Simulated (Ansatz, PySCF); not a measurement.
Species: BCl₃, charge 0, singlet. BCl3 (SMILES B(Cl)(Cl)Cl).
B3LYP-D3(BJ)/def2-TZVP minimum from Ansatz (an electronic-structure program):
```
B
Cl 1 1.7452
Cl 1 1.7452 2 120.00
Cl 1 1.7452 2 120.00 3 -180.00
```

Total energies in hartree (Ansatz). Radicals and triplets start from unrestricted determinants; spin-orbit coupling is neglected. Cores are frozen in correlated methods. No relativity. For partners of very few electrons the exact lower level stands in for a higher one.

```csv
species,HF/cc-pV(T+d)Z,CCSD(T)/cc-pV(T+d)Z,HF/cc-pV(Q+d)Z,CCSD(T)/cc-pV(Q+d)Z,CCSD(T)/cc-pV(D+d)Z,CCSDT(Q)/cc-pV(D+d)Z
1: BCl3 (SMILES ClB(Cl)Cl),-1403.37812,-1404.11597,-1403.38998,-1404.19232,-1403.87787,-1403.87995
2: B (doublet),-24.53207,-24.59810,-24.53297,-24.60084,-24.58941,-24.58977
3: Cl (doublet),-459.48556,-459.67356,-459.48916,-459.69449,-459.60403,-459.60445
```

Work out the enthalpy of formation at 298 K (by atomisation, with ideal-gas terms from PySCF's Hessian at B3LYP-D3(BJ)/def2-TZVP and the atoms' measured values of the G2/97 table; no spin-orbit terms) in kcal/mol: take Hartree-Fock from cc-pV(Q+d)Z, extrapolate the CCSD(T) correlation energy as X^-3 (X = 3, 4), and add CCSDT(Q) - CCSD(T) in cc-pV(D+d)Z. The further terms named in the bracket sum to +0.36091 hartree. 1 hartree = 627.51 kcal/mol.


Species 1: correlation (64·(-0.80234) - 27·(-0.73785))/37 = -0.84940; step -0.00208; E1 = -1403.38998 + (-0.84940) + (-0.00208) = -1404.24146
Species 2: correlation (64·(-0.06787) - 27·(-0.06603))/37 = -0.06921; step -0.00036; E2 = -24.53297 + (-0.06921) + (-0.00036) = -24.60254
Species 3: correlation (64·(-0.20533) - 27·(-0.18800))/37 = -0.21798; step -0.00042; E3 = -459.48916 + (-0.21798) + (-0.00042) = -459.70756
+1·E1 -1·E2 -3·E3 +0.36091 = -0.15533 hartree = -97.5 kcal/mol. Measured: -96.3 kcal/mol, -402.9 kJ/mol (G2/97 table in ASE (Curtiss et al.)); atomic spin-orbit terms, which the calculations lack, would raise the computed values. The composite differs from it by -1.2 kcal/mol; core, relativistic and spin-orbit terms are not in it.
